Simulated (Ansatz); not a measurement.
A run of Ansatz (development build ahead of 0.2.0) on doublet CH2O2(+) at this shape:

```
atom    x (Å)    y (Å)    z (Å)
   C   0.3412   0.2725  -0.0543
   O   0.6735  -0.9083   0.3284
   O  -0.8612   0.6076  -0.2252
   H   1.0946   1.0130  -0.2410
   H  -1.4902  -0.0796  -0.0461
```

Its results:

* Converged: yes
* Total energy: -188.26244 hartree
* Spin squared of the determinant: 0.762
* Stability test: minimum

Forces (eV/Å):
```json
{"atom": "C1", "Fx": "-1.602", "Fy": "-1.565", "Fz": "0.386"}
{"atom": "O2", "Fx": "-0.328", "Fy": "1.951", "Fz": "-0.617"}
{"atom": "O3", "Fx": "1.992", "Fy": "-0.248", "Fz": "0.194"}
{"atom": "H4", "Fx": "0.798", "Fy": "0.290", "Fz": "-0.045"}
{"atom": "H5", "Fx": "-0.859", "Fy": "-0.428", "Fz": "0.082"}
```

Problem. Which input gives this output? Name the method, the orbitals and the basis set, and write the input.

Solution. UHF in def2-SVP.

```yaml
crystal:
  periodic: [false, false, false]
  atoms:
    - { symbol: C, position_ang: [0.34117, 0.27247, -0.05431] }
    - { symbol: O, position_ang: [0.6735, -0.90834, 0.32839] }
    - { symbol: O, position_ang: [-0.86122, 0.60755, -0.22516] }
    - { symbol: H, position_ang: [1.09458, 1.01301, -0.24104] }
    - { symbol: H, position_ang: [-1.49016, -0.0796, -0.04614] }
basis:
  gaussian: { orbitals: def2-SVP }
total_charge: 1
magnetization:
  spin_polarized: true
  initial_magnetization: 1
hamiltonian:
  xc: hf
output:
  forces: true
```
